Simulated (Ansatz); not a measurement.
## How far each method lies from UCCSDT(Q) for HPGe, triplet

Geometry: that of the HPGe, singlet, kept fixed.

```json
{"atom": "Ge", "x (Å)": "0.0000", "y (Å)": "0.0032", "z (Å)": "0.6446"}
{"atom": "P", "x (Å)": "0.0000", "y (Å)": "-0.0503", "z (Å)": "-1.4815"}
{"atom": "H", "x (Å)": "0.0000", "y (Å)": "1.3136", "z (Å)": "-0.9270"}
```

Basis cc-pVDZ; Ansatz 0.2.0. Only valence electrons are correlated (noble-gas cores and the filled d shells of p-block atoms frozen), which leaves 10 electrons in 31 orbitals. R marks a restricted (for open shells ROHF) determinant, U an unrestricted one. Active spaces: valence = (10e, 9o) chosen from the atoms' valence shells. No spin–orbit coupling is included, and no scalar relativity.

Full CI isn't at hand for all of this; UCCSDT(Q) serves as the reference, and is uncertain by about the last step of the cluster series. The frozen core follows each run's orbitals, which can shift R against U totals by a few meV for light atoms and by up to 0.1 eV past Ca.

Unrestricted rows (U) aren't spin-pure: their determinants' ⟨S²⟩ exceeds S(S+1) by up to 0.27, so they mix in states of higher spin. Coupled cluster chose its determinant by trial CCSD, here up to 0.36 eV above the lowest Hartree–Fock solution of its kind, and MP2 stands on that determinant too.

* UHF ⟨S²⟩: 2.028
* ⟨S²⟩ of the determinant under UCCSD: 2.266
* T1 diagnostic (RCCSD): 0.0347
* largest doubles amplitude (RCCSD): 0.114
* T1 diagnostic (UCCSD): 0.0552

```csv
level,E − E(UCCSDT(Q)) (kcal/mol),wall time
UMP2,29.05,–
UCCSD,8.06,–
UCCSD(T),1.77,14 s
UCCSDT,0.63,–
```

Run but not shown, since their state, orbitals or frozen core can't be matched to the reference's or they repeat it: RHF, UHF, RMP2, CISD, RCCSD, RCCSD(T), BCCD(T), RCCSDT, RCCSDT(Q), CASSCF (valence space), NEVPT2 (valence space), NEVPT4(SD) (valence space), MRCISD (valence space), MRCISD+Q (valence space).

Times hold each run's SCF and search for its determinant on a shared host, so for small cases they say little of a method's own cost; they ran on 1 thread of Arm Neoverse V2.

Natural occupations of CASSCF (valence space) about the gap: 1.992 1.965 1.952 1.910 1.016 0.999 0.098 0.043 0.027; effectively unpaired electrons, Σ n²(2−n)², 2.09.
